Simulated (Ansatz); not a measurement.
## [NH2···H···BH2], doublet along the distance N1-H4

Starting geometry:

```xyz
7

N    -1.1105   -0.0191   -0.0297
H    -1.4077    0.9487   -0.0297
H    -1.4077   -0.4214    0.8505
H    -0.0980   -0.0191   -0.0297
B     1.3615   -0.0191   -0.0297
H     1.8706   -0.0191    1.0473
H     1.8706   -0.0191   -1.1067
```

From there H4 is moved from one fragment to the other while all else, the fragments' distance too, stays fixed; atoms are numbered as listed. Energies are in kcal/mol, counted from the starting geometry at the same level.

Basis cc-pVDZ; Ansatz 0.2.0. Only valence electrons are correlated (noble-gas cores frozen). R marks a restricted (for open shells ROHF) determinant, U an unrestricted one.

For open shells CISD is restricted-active-space CI with the open shells as a complete middle space.

Full CI isn't at hand for all of this; UCCSDT(Q) serves as the reference, and is uncertain by about the last step of the cluster series. The frozen core follows each run's orbitals, which can shift R against U totals by a few meV.

| distance N1-H4 (Å) | UCCSDT(Q) | error RHF | error UHF | error CISD | error RCCSD | error UCCSD(T) | error UCCSDT |
| --- | --- | --- | --- | --- | --- | --- | --- |
| 1.012 | 0.0 | 0.0 | 0.0 | 0.0 | 0.0 | 0.0 | 0.0 |
| 1.054 | -0.4 | 1.6 | 0.9 | 0.4 | 0.2 | 0.0 | 0.0 |
| 1.137 | 0.9 | 4.0 | 1.8 | 0.9 | 0.4 | 0.1 | 0.0 |
| 1.219 | 3.3 | 3.8 | 0.9 | 1.0 | 0.3 | 0.1 | 0.0 |
| 1.302 | 6.4 | 0.5 | -1.6 | 0.5 | 0.0 | 0.1 | 0.0 |

Errors are those of relative energies. In total energy the starting point itself misses UCCSDT(Q) by: RHF 196.6, UHF 193.8, CISD 20.3, RCCSD 4.9, UCCSD(T) 0.8, UCCSDT 0.3 kcal/mol.

Spread of the error over the points with a reference, to 1.302 Å (largest less smallest): UCCSDT 0.0, UCCSD(T) 0.1, RCCSD 0.4, CISD 1.0, UHF 3.4, RHF 4.0 kcal/mol.
